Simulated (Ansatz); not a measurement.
System: C2H2F, charge -1, multiplicity 1. SMILES: C=[C-]F

Atoms: C1, C2, F3, H4, H5. Bonds: C1-C2, C1-F3, C2-H4, C2-H5.

Bond lengths (Å) and angles (degrees) optimised at HF/STO-3G with Ansatz (an electronic-structure program); HF/3-21G with Ansatz; B3LYP/6-31G* with Ansatz, each started from the B3LYP-D3(BJ)/def2-TZVP structure (Ansatz) of the last column. A row stands for all coordinates that are equal there. 6-31G* holds six Cartesian d functions. No wavenumbers were computed at HF/STO-3G, so these may be saddle points.

```csv
coordinate,HF/STO-3G,HF/3-21G,B3LYP/6-31G*,B3LYP-D3(BJ)/def2-TZVP
C1-C2,1.346,1.347,1.360,1.349
C1-F3,1.408,1.477,1.476,1.467
C2-H4,1.085,1.082,1.102,1.096
C2-H5,1.081,1.078,1.095,1.087
C2-C1-F3,108.3,106.9,106.4,107.7
C1-C2-H4,126.7,124.6,125.8,124.2
C1-C2-H5,120.7,118.9,118.8,118.6
H4-C2-H5,112.5,116.5,115.4,117.1
```

Mean signed difference of all 4 bond lengths from B3LYP-D3(BJ)/def2-TZVP: HF/STO-3G -0.020 Å, HF/3-21G -0.004 Å, B3LYP/6-31G* 0.009 Å.
